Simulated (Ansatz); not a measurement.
Correlation energies of `C[CH2][MgH]` by basis set

Cartesian coordinates in Å:
```
C 0.680 0.823 -0.504
C 0.305 -0.566 0.020
Mg -1.602 -0.758 0.876
H -0.005 1.167 -1.285
H 1.687 0.854 -0.937
H 0.658 1.580 0.286
H 1.046 -0.889 0.763
H 0.389 -1.299 -0.794
H -3.157 -0.912 1.575
```

Total charge 0; spin multiplicity 1. Correlated methods include outer-core shells of Mg, which these sets cover unevenly. The geometry is a stationary point of PBE0-D4/def2-TZVP. Frozen core, restricted reference, Ansatz 0.2.0. CBS rows extrapolate triple and quadruple zeta. For Mg the program correlates outer-core shells too, which these sets cover unevenly, so the extrapolated numbers aren't a true limit.

```
     basis     HF (Eh)  MP2 corr.
  def2-SVP  -278.66848   -0.34014
def2-TZVPP  -278.82674   -0.56995
def2-QZVPP  -278.83926   -0.63292
```

(1) Estimate the CCSD correlation energy and the (T) correction in each basis where they were run (hartree).

## Answers

(1) 
| basis | CCSD corr. | (T) |
| --- | --- | --- |
| def2-SVP | -0.38007 | -0.01030 |
| def2-TZVPP | -0.60978 | -0.01740 |
| def2-QZVPP | -0.66939 | -0.02014 |
| CBS(def2) | -0.71354 | -0.02217 |
